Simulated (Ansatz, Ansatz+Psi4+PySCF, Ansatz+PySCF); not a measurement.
```xyz
2

Be    0.0000    0.0000    0.2697
H     0.0000    0.0000   -3.7752
```

Basis set: cc-pVTZ on H; cc-pCVTZ on Be (spherical functions). All electrons are correlated. Correlation on ROHF uses semicanonical orbitals with singles. Charge 0, multiplicity 2.

Computed with Ansatz (development build ahead of 0.2.0); each method stands on the lowest determinant of its kind that the runs found.

Task: Give the atomization energy at this shape (free ground-state atoms in the same class of orbitals less the molecule, no zero-point energy) of doublet BeH in separate pieces by ROHF-CCSD(T), ROHF-MP2, UHF.

Result:

| method | atomization energy |
| --- | --- |
| ROHF-CCSD(T) | 0.02 kcal/mol |
| ROHF-MP2 | 0.00 kcal/mol |
| UHF | 0.02 kcal/mol |

Caution: the shape is not the minimum. Caution for UHF: a free atom is spin contaminated; the unrestricted determinant is spin contaminated.
